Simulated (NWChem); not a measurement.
A series in which one site is exchanged, each optimised at PBE0/def2-SVP with NWChem, gas phase unless a solvent is named. For some, no frequency run checked for a minimum. def2 effective core potentials on Te; no spin-orbit coupling.

A: C[TeH] (CH₄Te; site = Te)
B: [CH3][MgH] (CH4Mg; site = Mg)
C: CS (CH4S; site = S)
D: CO (CH₄O; site = O)

**Question.** Rank them by dipole (D), PBE0/def2-SVP, lowest first.

**Answer.** B (0.50), A (1.10), C (1.58), D (1.64)
